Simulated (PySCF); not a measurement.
Rows and methods have been separated. Pair them.

Compound: C3H3FO.
Cartesian coordinates in Å at the PBE0-D3(BJ)/def2-SVP level; atoms count from 1:
```
atom  x, y, z in Å
C1     0.9872    0.7719   -0.0772
C2     0.1410   -0.1013    0.4733
C3    -0.9898   -0.6348   -0.3103
O4    -1.2779   -0.3954   -1.4357
F5    -1.7252   -1.4821    0.4223
H6     0.8450    1.0942   -1.1130
H7     1.8321    1.1794    0.4828
H8     0.2444   -0.4508    1.5032
```

The closed-shell ground state was solved 5 times with PySCF (density fitting, gas phase), always in the pcSseg-2 basis (222 functions), with these functionals: B97-2, BHandHLYP, CAM-B3LYP, LC-wPBE and wB97X-D.

```json
{"row": "P", "total energy (Eh)": "-291.1461", "HOMO (eV)": "-9.87", "LUMO (eV)": "-1.05", "dipole (D)": "3.49"}
{"row": "Q", "total energy (Eh)": "-291.1894", "HOMO (eV)": "-10.23", "LUMO (eV)": "-1.00", "dipole (D)": "3.36"}
{"row": "R", "total energy (Eh)": "-291.1138", "HOMO (eV)": "-11.63", "LUMO (eV)": "0.20", "dipole (D)": "3.29"}
{"row": "S", "total energy (Eh)": "-291.1954", "HOMO (eV)": "-8.61", "LUMO (eV)": "-2.18", "dipole (D)": "3.29"}
{"row": "T", "total energy (Eh)": "-291.2011", "HOMO (eV)": "-10.72", "LUMO (eV)": "-0.29", "dipole (D)": "3.30"}
```

Question: Which functional belongs to which row?

Answer: P = BHandHLYP, Q = CAM-B3LYP, R = LC-wPBE, S = B97-2, T = wB97X-D. By rising HOMO–LUMO gap: B97-2 (global hybrid, 21 % exact exchange) 6.43 eV; BHandHLYP (global hybrid, 50 % exact exchange) 8.82 eV; CAM-B3LYP (range-separated hybrid) 9.23 eV; wB97X-D (range-separated hybrid) 10.43 eV; LC-wPBE (range-separated hybrid) 11.83 eV. Total energies of different functionals aren't bounds to one another; each is stationary for its own functional.

One conformer stands for the species.

Note: wB97X-D ran without an empirical dispersion term, which enters the total energy and its gradient alone.
